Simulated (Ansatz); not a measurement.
# CH4ClSi−: single points off equilibrium

The task here is to estimate one member of a computed series from the others.

Method: single points in def2-TZVPPD; program: Ansatz 0.2.0, Gaussian basis.

Cores are frozen in the correlated methods. B3LYP uses VWN-RPA correlation.

### Where the work starts

7 atoms, charge -1, spin multiplicity 1.

Atoms are counted from 1 here; the program's logs count them from 0.

Bond lengths: Si1–C2 1.955 Å, Si1–H4 1.509 Å, Si1–H5 1.527 Å, C2–Cl3 1.785 Å, C2–H6 1.084 Å, C2–H7 1.098 Å. Angles: C2–Si1–H4 99.6°, C2–Si1–H5 94.8°, H4–Si1–H5 99.5°, Si1–C2–Cl3 112.3°, Si1–C2–H6 110.8°, Si1–C2–H7 114.8°, Cl3–C2–H6 104.0°, Cl3–C2–H7 104.9°, H6–C2–H7 109.2°.

Coordinates:

```csv
atom,x (Å),y (Å),z (Å)
Si1,-0.4703,0.0335,-1.2080
C2,0.5061,-0.1091,0.4800
Cl3,0.9845,-1.7892,0.8475
H4,-1.8585,-0.3092,-0.7243
H5,-0.5616,1.5571,-1.1741
H6,1.4476,0.4253,0.4268
H7,-0.0511,0.2262,1.3652
```

The first run:

The input, run/in.yaml:

```yaml
crystal:
  periodic: [false, false, false]
  atoms:
    - {symbol: Si, position_ang: [-0.470300, 0.033500, -1.208000]}
    - {symbol: C, position_ang: [0.506100, -0.109100, 0.480000]}
    - {symbol: Cl, position_ang: [0.984500, -1.789200, 0.847500]}
    - {symbol: H, position_ang: [-1.858500, -0.309200, -0.724300]}
    - {symbol: H, position_ang: [-0.561600, 1.557100, -1.174100]}
    - {symbol: H, position_ang: [1.447600, 0.425300, 0.426800]}
    - {symbol: H, position_ang: [-0.051100, 0.226200, 1.365200]}
basis:
  gaussian: {orbitals: "def2-TZVPPD.json"}
total_charge: -1
correlation: {method: ccsd_t}
output: {forces: true}
```

The basis file named in the input lies beside it (Basis Set Exchange, JSON).

No record of the launch command was kept for these runs.

Steps of the session up to this table: CCSD(T)/def2-TZVPPD; PBE0-D4/def2-TZVPPD; wB97M-V/def2-TZVPPD; r2SCAN-D4/def2-TZVPPD; PBE-D4/def2-TZVPPD; B3LYP-D4/def2-TZVPPD; BHLYP-D4/def2-TZVPPD.

One of the session's tables, all rows but one given; the rest of the session is left out.

```
   method  RMS force component (eV/Å)  angle to CCSD(T) forces (°)
  CCSD(T)                       0.387                    reference
  PBE0-D4                       0.339                         12.4
  wB97M-V                       0.365                          6.9
r2SCAN-D4                       0.397                          7.4
   PBE-D4                       0.437                         15.2
 B3LYP-D4                       0.419                          6.4
 BHLYP-D4                           ?                            ?
```

**Question.** Estimate the row for BHLYP-D4.

The run gave: RMS force component (eV/Å): 0.354; angle to CCSD(T) forces (°): 21.3. In the column «RMS force component (eV/Å)» it lies between PBE0-D4 (0.339) and wB97M-V (0.365).

Limits of these values: The anion's highest level is positive in at least one run, so there the basis alone may hold the extra electron.
